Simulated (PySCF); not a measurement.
# BF+: bond curves at several levels of theory

One table from this session's results is given with a row withheld; the runs are named, their logs left out.

The runs use PySCF 2.14.0; B def2-TZVPPD, F def2-TZVPPD, no relativity.

The first run:

Settings of the job:

- atoms: B, F
- charge: 1
- basis: B def2-TZVPPD, F def2-TZVPPD
- Hamiltonian: no relativity
- basis functions: 77
- electrons treated: 13
- masses in u: 11.0093, 18.9984
- levels: PBE0, PBE, r²SCAN, B2PLYP, r²SCAN0, BP86, TPSS, B3LYP, HSE06, HF, MP2, SCS-MP2, CCSD, CCSD(T)
- grid: 80 radial by 434 angular points
- occupations: held fixed by the projection of orbital angular momentum
- dissociation limit: B+ + F, each in its ground configuration
- starting distance in angstrom: 1.530
- values of 2S to try: 1, 3

On the command line:

```
$ OMP_NUM_THREADS=1 python dia.py task.json out
```

Among the steps run: Input; The PBE0 curve of the state that the search chose; PBE; r²SCAN (meta-GGA); B2PLYP (double hybrid); r²SCAN0 (hybrid meta-GGA); BP86 (GGA); TPSS; B3LYP; HSE06 (range-separated hybrid); UHF (mean field); Correlated methods on the Hartree–Fock reference.

One of the session's tables, all rows but one given; the rest of the session is left out.

```
      level  Re (Å)  ωe (cm⁻¹)  De (eV)
        UHF   1.198       1797     4.18
    UHF-MP2   1.219       1696     5.62
UHF-SCS-MP2   1.218       1697     5.24
   UHF-CCSD   1.215       1712     4.69
UHF-CCSD(T)       ?          ?        ?
        PBE   1.225       1640     5.91
       BP86   1.226       1633     5.81
       TPSS   1.224       1641     5.65
     r²SCAN   1.217       1681     5.91
      B3LYP   1.215       1688     5.51
       PBE0   1.212       1707     5.58
    r²SCAN0   1.209       1727     5.59
      HSE06   1.213       1704     5.57
     B2PLYP   1.216       1687     5.44
```

**Question.** Estimate the row for UHF-CCSD(T).

The run gave: Re (Å): 1.219; ωe (cm⁻¹): 1686; De (eV): 4.86.
